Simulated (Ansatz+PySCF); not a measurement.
A calculation with Ansatz (development build ahead of 0.2.0).

```yaml
crystal:
  periodic: [false, false, false]
  atoms:
    - { symbol: P, position_ang: [0.0, 0.0, 0.0] }
    - { symbol: O, position_ang: [0.0, 0.0, 1.46] }
basis:
  gaussian: { orbitals: "6-31G" }
magnetization:
  initial_magnetization: 1
hamiltonian:
  xc: hf
correlation:
  method: ccsd_t
  frozen_orbitals: { O: 1, P: 5 }
scf:
  omitted_lower_state_checks: [stability, starts, atomic_configurations, cluster_reference, orbital_swaps, given_window_search, neighbouring_geometries, increment]
```

The input is written out in the form of the current development build from the run's settings. Correlation on restricted open-shell orbitals is semicanonical, with singles.

Results

```
Converged                       : yes
Reference energy                : -415.44451 hartree
Correlation energy              : -0.19645 hartree
Total energy                    : -415.64097 hartree
Spin squared of the determinant : 0.750
Largest doubles amplitude       : 0.12
```
